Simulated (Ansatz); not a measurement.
## Sb2Se3 (Pnma, No. 62)

These are LDA in Ansatz (PAW) values and carry that method's errors.

Run with plane-wave cutoff 520 eV, 4×8×4 k mesh (along the axes of the cell as run), Fermi–Dirac smearing 0.01 eV, scalar-relativistic PAW data made under PBE.

Cell (relaxed at this level):

```
Sb2Se3
1.0
   11.53394     0.00000     0.00000
    0.00000     3.95649     0.00000
    0.00000     0.00000    11.21945
Sb Se
8 12
Cartesian
  1.76021   2.96737   0.42864
  9.77373   0.98912  10.79081
  4.00676   0.98912   6.03836
  7.52718   2.96737   5.18109
  0.22811   0.98912   3.68626
 11.30583   2.96737   7.53319
  5.53886   2.96737   9.29599
  5.99508   0.98912   1.92347
 10.89933   2.96737   1.48767
  0.63461   0.98912   9.73178
  6.40157   0.98912   7.09739
  5.13236   2.96737   4.12206
  2.49859   0.98912   2.21686
  9.03535   2.96737   9.00259
  3.26838   2.96737   7.82658
  8.26556   0.98912   3.39287
  7.25950   2.96737   0.59935
  4.27444   0.98912  10.62010
 10.04141   0.98912   6.20908
  1.49253   2.96737   5.01037
```

For Sb2Se3 (Pnma, No. 62), the band gap is 0.72 eV, the smallest direct gap on the k points sampled comes out as 0.76 eV and the Γ–Γ gap is 0.99 eV.

Note: the volume lies 6 % below that of the published cell.

Spin–orbit coupling is not included; with these elements it can move the gap by several tenths of an eV or more.

Static lattice: no zero-point or thermal effects.

The result took very roughly 50 core-minutes.

Ansatz is a first-principles code.
